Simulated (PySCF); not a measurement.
**HPS: electronic excitations and core binding energies**

Aim: predict the electronic excitations and core binding energies of HPS (`P=S`).

Programs: PySCF 2.14.0, with density-fitted response routines of our own. Each step states its level of theory. These are calculated values for one molecule in the gas phase, unless marked as measured. Atoms are numbered from 0 throughout.

### 1 Starting geometry

3 atoms, charge 0, multiplicity 1; geometry from: GFN2-xTB.

Bonds of the start (Å): P0–S1 1.93, P0–H2 1.42.

### 2 TDDFT and polarisability: wB97X-D/def2-SVPD

What the job is given:

```
{"job": {"kind": "uv", "xc": "wB97X-D", "basis": "def2-SVPD", "nstates": 8, "ntriplets": 3}, "charge": 0, "multiplicity": 1}
P     -0.227284     0.686984    -0.001779
S      1.423099    -0.321513    -0.011498
H     -1.184334    -0.368009     0.000723
```

Method: TDDFT wB97X-D/def2-SVPD, vertical, gas phase, core orbitals frozen in the response.

**Question.** This job is followed by: delta-SCF UKS SCAN, pcX-2 on the ionised atom, pcseg-1 elsewhere, spin-free X2C. Predict these results of the whole session: lowest singlet (wB97X-D/def2-SVPD); brightest single state of those computed; lowest triplet; P1s binding energies, SCAN/pcX-2; P2p binding energies, SCAN/pcX-2; S1s binding energies, SCAN/pcX-2; S2p binding energies, SCAN/pcX-2.

The runs gave:

| quantity | value |
| --- | --- |
| lowest singlet (wB97X-D/def2-SVPD) | 1.52 eV (814 nm), f = 0.001 |
| brightest single state of those computed | state 7, 7.38 eV, f = 0.094 |
| lowest triplet | 0.95 eV |
| P1s binding energies, SCAN/pcX-2 | P0 2151.72 eV |
| P2p binding energies, SCAN/pcX-2 | P0 138.39 eV |
| S1s binding energies, SCAN/pcX-2 | S1 2477.27 eV |
| S2p binding energies, SCAN/pcX-2 | S1 169.95 eV |

What this shows: The first singlet state (HOMO→LUMO 1.00) lies at 1.52 eV and is dark; of the 8 states computed, the strongest absorption comes from state 7 at 7.38 eV. The lowest triplet lies 0.58 eV below the lowest singlet (triplets in Tamm-Dancoff, singlets in full TDDFT).
